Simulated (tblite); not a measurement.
C₄H₃S₂ (doublet state).
Bonds: S1–C2, C2–C3 (aromatic), C3–C4 (aromatic), C4–C5 (aromatic), C5–S6 (aromatic), C2–S6 (aromatic). Hydrogens: H7 on S1; H8 on C3; H9 on C5.

Structure optimised with GFN2-xTB, isolated species. This method treats the open shell by occupation alone, without spin polarisation.

Task: List the bond lengths, angles and torsions at this level.

Result: 
| bond | length (bohr) |
| --- | --- |
| S1–C2 | 3.318 |
| C2–C3 | 2.582 |
| C3–C4 | 2.640 |
| C4–C5 | 2.500 |
| C5–S6 | 3.341 |
| C2–S6 | 3.299 |
| S1–H7 | 2.516 |
| C3–H8 | 2.027 |
| C5–H9 | 2.018 |

A selection of angles:
| angle | degrees |
| --- | --- |
| C2–S1–H7 | 95.3 |
| S1–C2–C3 | 126.1 |
| S1–C2–S6 | 121.2 |
| C3–C2–S6 | 112.7 |
| C2–C3–C4 | 109.3 |
| C2–C3–H8 | 124.4 |
| C4–C3–H8 | 126.3 |
| C3–C4–C5 | 119.1 |
| C4–C5–S6 | 108.4 |
| C4–C5–H9 | 132.7 |
| S6–C5–H9 | 118.9 |
| C2–S6–C5 | 90.5 |

Dihedral angles: H7–S1–C2–C3 180° (antiperiplanar).

C5 (carbon bonded to C, S and H) is planar (angles 132.7°, 118.9° and 108.4°, sum 360.0°, 0.00 Å off the plane of its three neighbours). S1 (sulfur bonded to C and H) is bent (angle 95.3°). The 3 C–C bonds span 1.323 Å (C4–C5, aromatic) to 1.397 Å (C3–C4, aromatic), a spread of 0.074 Å. C3 (carbon bonded to 2 C and H) is planar (angles 126.3°, 124.4° and 109.3°, sum 360.0°, 0.00 Å off the plane of its three neighbours). The 5-membered ring C2–C3–C4–C5–S6 has internal angles of 90.5° to 119.1°; it is planar, 0.00 Å rms from its mean plane, widest ring torsion 0°. The 6 heavy atoms lie in one plane (0.000 Å rms). C2 (carbon bonded to C and 2 S) is planar (angles 126.1°, 121.2° and 112.7°, sum 360.0°, 0.00 Å off the plane of its three neighbours).

Point group: Cs (every atom within 0.08 Å of its image). Its GFN2-xTB frequencies are all real (lowest 135 cm⁻¹). Torsions: H–S1–C2–C3 180°.

The run took 0.1 s on one thread of an Arm Neoverse V1, shared host with 32 logical CPUs at a one-minute load of 20. That covers the optimisation of the geometry.

One conformer stands for the species.

All values are computed, not measured.
